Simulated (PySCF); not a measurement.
Calculation: PBE-D3(BJ)/def2-TZVP // PBE0-D3(BJ)/def2-TZVP (PySCF). Isolated molecules, 0 K electronic values unless said otherwise. One relaxed conformer stands for a flexible species; it need not be the lowest. Delta-SCF ions had no search for a lower state. Excitations are Tamm–Dancoff values on a coarser integration grid. The basis has no diffuse functions, so Rydberg states are missing or too high.

Reference species (SMILES): `C=C=C` (neutral, multiplicity 1).

```yaml
HOMO: -6.55 eV
vertical ionisation energy (Delta-SCF): 10.03 eV
S1 oscillator strength: 0.000
S1 excitation (TDA): 5.86 eV
```

Changed species: `C(C=C=C)=C` (X = vinyl; the reference has X = H).

### Question
Give the shifts of the HOMO, vertical ionisation energy (Delta-SCF), S1 oscillator strength and S1 excitation (TDA).

### Answer
the HOMO rises by 0.86 eV, to -5.69 eV; the vertical ionisation energy (Delta-SCF) decreases by 1.45 eV, to 8.58 eV; the S1 oscillator strength hardly moves; the S1 excitation (TDA) decreases by 0.91 eV, to 4.95 eV.
